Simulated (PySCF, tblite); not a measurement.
# C₅H₃O radical: geometry, infrared bands and EPR parameters

Aim: predict the infrared bands and EPR parameters of C₅H₃O radical (`[C]#CC(C)=C=O`).

The runs use tblite 0.8.0 and PySCF 2.14.0, with density-fitted response routines of our own; the level of theory stands in each step. All values are computed, except where a source is named. Atoms are numbered from 0 throughout.

## (1) Starting geometry

9 atoms, charge 0, multiplicity 2; geometry from: force field or distance geometry start.

Bonds of the start (Å): C0–C1 1.55, C1–C2 1.40, C2–C3 1.49, C2–C4 1.30, C4–O5 1.18, C3–H6 1.09, C3–H7 1.09, C3–H8 1.11.

## (2) Relaxing the molecule with GFN2-xTB

The job: settings as JSON, then the geometry in Å.

```
{"job": {"kind": "relax", "xc": "GFN2-xTB", "basis": "xTB"}, "charge": 0, "multiplicity": 2}
C      3.049400    -0.286300    -0.276700
C      1.536300     0.037500    -0.140400
C      0.161900     0.286800     0.005100
C     -0.823700    -0.831900     0.011700
C     -0.183700     1.539400     0.108800
O     -0.508500     2.667400     0.190000
H     -0.762700    -1.411200    -0.913800
H     -1.846800    -0.477800     0.132200
H     -0.608600    -1.518000     0.857800
```

Started as:

```sh
$ OMP_NUM_THREADS=1 python probes_run.py task.json out
```

This one command runs all jobs of the session in turn.

**Question.** This job is followed by: GFN2-xTB harmonic vibrations, gas phase; UKS B3LYP, pcH-1 on C H O, non-relativistic, mean-field spin-orbit, GIAO. Predict these results of the whole session: strongest single infrared mode (GFN2-xTB); zero-point energy (GFN2-xTB); g(iso) (B3LYP); ⟨S²⟩; largest a(iso) (averaged by class); potential on the surface of density 0.002 e/bohr³, 1st and 99th percentile.

**Answer**, as computed:

```
                                                                  quantity                   value
                                 strongest single infrared mode (GFN2-xTB)  2235 cm⁻¹, 1091 km/mol
                                              zero-point energy (GFN2-xTB)           36.0 kcal/mol
                                                            g(iso) (B3LYP)                 2.00293
                                                                      ⟨S²⟩      0.763 (exact 0.75)
                                        largest a(iso) (averaged by class)     13C on C0, 99.3 MHz
potential on the surface of density 0.002 e/bohr³, 1st and 99th percentile      -2.02 V and 2.22 V
```

What this shows: The optimisation took 45 steps and gained 2.190 eV; among the close pairs (by a distance rule), C0–C1 changed most, from 1.553 to 1.228 Å. All 21 modes are real, so the xTB geometry is a minimum. The strongest single mode, at 2235 cm⁻¹, moves mainly C4. Unscaled tight-binding wavenumbers are off by several per cent, some by more. Its intensities can rank the bands wrongly. The largest share of the spin, 0.44 e, sits on C0. The isotropic g lies 0.6 ppt above the free-electron value. These values are for one conformer; the search (at its own cheap level) found 1 more, at 0.12 kcal/mol, and measured spectra average over such forms.
